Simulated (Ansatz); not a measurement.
A calculation with Ansatz (development build ahead of 0.2.0).

```yaml
crystal:
  periodic: [false, false, false]
  atoms:
    - { symbol: Si, position_ang: [0.00893, -0.04732, -0.11616] }
    - { symbol: H, position_ang: [0.00715, 0.04944, 1.43577] }
basis:
  gaussian: { orbitals: "6-31G" }
magnetization:
  spin_polarized: true
  initial_magnetization: 1
hamiltonian:
  xc: hf
correlation:
  method: mp2
  frozen_orbitals: { H: 0, Si: 5 }
```

The input is written out in the form of the current development build from the run's settings.

Results

```
Converged                       : yes
Reference energy                : -289.39226 hartree
Correlation energy              : -0.02996 hartree
Total energy                    : -289.42222 hartree
Spin squared of the determinant : 0.753
```
